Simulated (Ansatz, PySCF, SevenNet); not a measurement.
How well does each level of theory give the bulk modulus of rock-salt NaCl?

Reference value: 27.6 GPa (measured, 0 K value with the zero-point phonon effect removed; as tabulated in Mejia-Rodriguez and Trickey (2018), arXiv:1807.09216).

Question: What do SevenNet-l3i5, LDA, PBE, r²SCAN, B3LYP (VWN-RPA form), MP2, CCSD(T) give, and how far is each from the reference?

Answer: 
| level (code) | value (GPa) | cell (Å³/atom) | error (%) |
|---|---|---|---|
| SevenNet-l3i5 | 24.7 | 23.04 | -10.5 |
| LDA (Ansatz) | 32.1 | 20.39 | +16.3 |
| PBE (Ansatz) | 23.6 | 23.10 | -14.5 |
| r²SCAN (Ansatz) | 27.5 | 22.04 | -0.4 |
| B3LYP (VWN-RPA form) (Ansatz) | 24.0 | 23.12 | -13.0 |
| MP2 (PySCF) | 25.9 ± 0.9 | 22.20 | -6.2 |
| CCSD(T) (PySCF) | 26.6 ± 1 | 22.05 | -3.6 |

Once the reference is moved by up to 1.7 % (a margin picked here for doubts on the reference and the settings) and values within 1.7 % count as equal, the nearest can be r²SCAN (-0.4 %) or CCSD(T) (-3.6 %). By the same margin the farthest can be LDA (+16.3 %), PBE (-14.5 %) or B3LYP (VWN-RPA form) (-13.0 %).

A ± on a computed value is a rough bar: the spread of its extrapolation, a floor set from checks against published values, or a statistical error. Each level is taken at its own relaxed cell. Cutoffs and k meshes differ between the levels. Ansatz's density-functional and Hartree–Fock values are scalar-relativistic unless marked +SOC, with PAW data made under PBE.

Machine-learned potentials (SevenNet-l3i5) are trained on DFT data: a solid inside that data is no test of them.

Differences are worked out from the printed values.

Ansatz is a first-principles code.
